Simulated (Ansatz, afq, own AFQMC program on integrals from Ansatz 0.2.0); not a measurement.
AFQMC on a folder of integrals that Ansatz 0.2.0 wrote.

```yaml
crystal:
  periodic: [false, false, false]
  atoms:
    - {symbol: Si, position_ang: [0.000000, -0.078178, 0.453080]}
    - {symbol: C, position_ang: [0.000000, 0.065651, -0.923427]}
    - {symbol: H, position_ang: [0.000000, 1.109165, 1.363880]}
    - {symbol: H, position_ang: [0.000000, 1.056111, -1.371843]}
    - {symbol: H, position_ang: [0.000000, -0.769219, -1.613135]}
basis:
  gaussian: {orbitals: cc-pVDZ}
magnetization: {spin_polarized: true, initial_magnetization: 1}
correlation: {method: ccsd_t, electrons: outside_noble_gas, hamiltonian_folder: ham}
```

```sh
$ ansatz run in.yaml --threads 1 --pin off --events-out ev --progress --plain --max-ram 1382MiB
```

Options of the walk:

```
--method phaseless --trial cisd --walkers 60 --populations 1 --least-time 40 --time-step 0.005 --steps-per-block 50 --equilibration-blocks 28 --max-blocks 300 --target-error 0.0004 --factor-cut 1e-05 --start spin_pure --seed 7601 --release-times 0.24,0.51,0.99,1.62,2.4 --release-step 0.03 --release-every 4 --taylor-order 6
```

Times are imaginary, in 1/Eh. The walk had a cap of 1706 s.

afq prints:

```
orbitals 41  electrons 6 5  factors 331 of 444
reference energy -328.32264453 Eh
CCSD correlation -0.24331406 Eh in 11 cycles, weight of the determinant in the CISD state 0.8847
energy of the start -328.564811 Eh
 block  time / (1/Eh)  mean weight  energy / Eh
     1     0.250  0.9983  -328.562403
     2     0.500  0.9999  -328.565933
     3     0.750  1.0006  -328.570216
     4     1.000  0.9991  -328.569476
     5     1.250  0.9984  -328.572578
     9     2.250  0.9983  -328.571789
    33     8.250  1.0011  -328.570978
    65    16.250  0.9993  -328.580313
    97    24.250  1.0008  -328.571450
   129    32.250  0.9998  -328.574492
   161    40.250  0.9993  -328.571954
   193    48.250  1.0014  -328.572084
   225    56.250  0.9985  -328.574573
   257    64.250  1.0005  -328.574026
   273    68.250  1.0017  -328.568540
   289    72.250  0.9992  -328.578231
   305    76.250  1.0006  -328.587482
   321    80.250  1.0009  -328.571954
blocks merged  error / Eh  count
     1  0.000272  300
     2  0.000327  150
     4  0.000409  75
     8  0.000493  37
    16  0.000488  18
    32  0.000444  9
released: time / (1/Eh)  energy / Eh  error  mean overlap
  0.24  -328.574769  0.000475  1.0043
  0.51  -328.575165  0.000344  0.9918
  0.99  -328.574848  0.000358  0.9816
  1.62  -328.575111  0.000465  0.9825
  2.40  -328.574266  0.000495  0.9944
energy -328.574561 +/- 0.000493 Eh
(rows thinned)
```

The run passed its tests (sampling time, drift between the halves within three errors, error under three times the target), which doesn't prove that it has relaxed.

Against this walk (error 13.4 meV) on the same determinant: CCSD(T) 26.1 meV higher (within the noise). The error is statistical and leaves out the bias of the constraint. Released to 2.40 1/Eh the energy moves by 8 ± 19 meV (both errors), within twice the noise.

Cautions: constraint bias not in the error; error above the target (13.4 against 10.9 meV).

The walk took 14 min on 1 thread of Arm Neoverse V1, with other jobs on the host. The log's last line is the phaseless energy.

A walk keeps the symmetry of its determinant, which the program's search chose and which needn't be the lowest solution, so a lower state of the same spin and another symmetry isn't excluded.
